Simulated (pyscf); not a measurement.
H₃Si–PH₂ (SMILES [SiH3]P) + PH₃ (SMILES P) -> H₃Si–PH–PH₂ (SMILES [SiH3]PP) + H₂ (SMILES [H][H]), a four-centre exchange (singlet surface; H–P, H–P broken, P–P, H–H formed). Structures and frequencies: ωB97X-D3(BJ)/def2-SVP in PySCF. Energies in kcal/mol from the separated reactants.

Small-basis levels: PySCF, no dispersion term, spherical d functions. AM1 to PM7: differences of heats of formation from MOPAC, which are fitted to 298 K values and so differ in kind from electronic energies by zero-point and thermal terms. Cost: rough CPU time at the saddle relative to B3LYP/6-31G*, from one job on a shared machine.

| level | barrier | reaction energy | cost |
|---|---|---|---|
| HF/STO-3G | 141.0 | +10.7 | 0.04 |
| HF/3-21G | 95.1 | +8.4 | 0.05 |
| SVWN5/6-31G* | 55.0 | +2.1 | 0.8 |
| BP86/6-31G* | 65.9 | +4.0 | 1 |
| B3LYP/STO-3G | 97.3 | +6.9 | 0.5 |
| B3LYP/LANL2DZ | 73.2 | +10.1 | 0.6 |
| B3LYP/6-311+G** | 75.1 | +8.1 | 2 |
| PM6 | 70.2 | -52.3 | under 0.02 |
| PM7 | 110.7 | -9.5 | under 0.02 |
| ωB97M-D3(BJ)/def2-TZVP | 74.0 | +3.7 | – |

Against the last row the barrier runs from -19.0 (SVWN5/6-31G*) to +67.0 kcal/mol (HF/STO-3G). ωB97M-D3(BJ)/def2-TZVP has limits of its own. From the product side, H₃Si–PH• + PH₂• + H₂ lies, by one bond made or cut, 7.3 kcal/mol under this saddle at ωB97M-D3(BJ)/def2-TZVP. This is the saddle that the search found; another between the same sides may lie lower.
